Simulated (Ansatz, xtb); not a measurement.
ClH3Si2: which of two structures lies lower

We compare a, `[SiH3][Si]Cl`, a singlet, with b, a singlet given by its coordinates. Both are isolated molecules in the gas phase, relaxed with PBE0-D3(BJ)/def2-SVP.

a (Å):

```xyz
6

Cl    1.2340   -0.1834   -0.7615
Si   -1.6536    0.0146    0.8119
Si    0.2970   -1.4124    0.6691
H    -2.6831   -0.4825    1.7795
H    -1.2202    1.3851    1.2362
H    -2.2808    0.1120   -0.5459
```

b (Å):

```xyz
6

Cl    2.0357    1.6295   -0.3940
Si   -0.8448   -0.6522   -0.6879
Si    0.2745    0.8837    0.3785
H     0.3772    0.8819    1.8656
H    -0.9143   -0.4827   -2.1690
H    -2.1934   -0.8680   -0.0801
```

Close contacts (Å): Cl1–Si3 2.06, Si2–Si3 2.18, Si2–H5 1.49, Si2–H6 1.49, Si3–H4 1.49.

Quicker runs give these differences E(b) − E(a): GFN2-xTB +9.0 kcal/mol; HF/STO-3G +32.7 kcal/mol (at GFN2-xTB geometries); r2SCAN-D4/def2-SVP −1.1 kcal/mol (at GFN2-xTB geometries).

Which of the two would you expect CCSD(T)/def2-TZVP electronic energies to favour?

Structure a; the calculation gives E(b) − E(a) = +3.1 kcal/mol.

The same difference at several levels:

```json
{"level": "GFN2-xTB", "geometry": "GFN2-xTB", "E(b) − E(a) (kcal/mol)": "+9.0", "departure from the last row (kcal/mol)": "+5.9", "job, with rough time for the two": "optimisation, 0.75 s"}
{"level": "HF/STO-3G", "geometry": "GFN2-xTB", "E(b) − E(a) (kcal/mol)": "+32.7", "departure from the last row (kcal/mol)": "+29.6", "job, with rough time for the two": "single point, 0.74 s"}
{"level": "r2SCAN-D4/def2-SVP", "geometry": "GFN2-xTB", "E(b) − E(a) (kcal/mol)": "−1.1", "departure from the last row (kcal/mol)": "−4.2", "job, with rough time for the two": "single point, 4.9 s"}
{"level": "PBE0-D3(BJ)/def2-SVP", "geometry": "PBE0-D3(BJ)/def2-SVP", "E(b) − E(a) (kcal/mol)": "+3.1", "departure from the last row (kcal/mol)": "0.0", "job, with rough time for the two": "optimisation, 55 s"}
{"level": "HF/def2-TZVP", "geometry": "PBE0-D3(BJ)/def2-SVP", "E(b) − E(a) (kcal/mol)": "+11.1", "departure from the last row (kcal/mol)": "+8.1", "job, with rough time for the two": "part of the CCSD(T) run"}
{"level": "MP2/def2-TZVP", "geometry": "PBE0-D3(BJ)/def2-SVP", "E(b) − E(a) (kcal/mol)": "+2.4", "departure from the last row (kcal/mol)": "−0.7", "job, with rough time for the two": "part of the CCSD(T) run"}
{"level": "CCSD(T)/def2-TZVP", "geometry": "PBE0-D3(BJ)/def2-SVP", "E(b) − E(a) (kcal/mol)": "+3.1", "departure from the last row (kcal/mol)": "", "job, with rough time for the two": "single point, 44 s"}
```

r2SCAN-D4/def2-SVP puts the two in the other order. The largest departure from CCSD(T)/def2-TZVP is that of HF/STO-3G, 29.6 kcal/mol.

With harmonic frequencies from PBE0-D3(BJ)/def2-SVP (ideal gas, rigid rotor, one conformer each, 298.15 K, 1 atm): on the last row, ΔE + ΔZPE = +3.0, ΔH = +2.9, ΔG = +3.5 kcal/mol.

The correlated steps freeze 15 core orbitals. Mirror images aren't counted in ΔG. Run with Ansatz 0.2.0, xtb 6.7.1; the last row on 1 thread of Intel(R) Xeon(R) Processor @ 2.50GHz (Skylake/Cascade Lake) on a shared host.
